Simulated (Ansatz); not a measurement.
hcp Sc was calculated with PBEsol (Ansatz, a first-principles code, plane waves, PAW).

Run with plane-wave cutoff 520 eV, 16×16×10 k mesh (along the axes of the cell as run), Fermi–Dirac smearing 0.1 eV, perturbation theory, force constants from a 4×4×2 q mesh, scalar-relativistic PAW data made under PBE.

Computed at the level's own relaxed cell.

Space group P6₃/mmc (No. 194); a = 3.2774 Å, b = 3.2774 Å, c = 5.0845 Å, α = 90.00°, β = 90.00°, γ = 120.00°

```json
[
 {"atom": "Sc", "site": "2c", "symmetry": "-6m2", "x": "0.3333", "y": "0.6667", "z": "0.2500"}
]
```

Harmonic phonon frequencies (cm⁻¹; i marks an imaginary mode):

```json
[
 {"q point": "Γ", "frequencies": "0 0 0 137 137 231"},
 {"q point": "A", "frequencies": "(withheld)"}
]
```

Problem. Fill in the missing entries.

Solution. 
- A, frequencies: 97 97 97 97 166 166

No imaginary mode appears at these points.
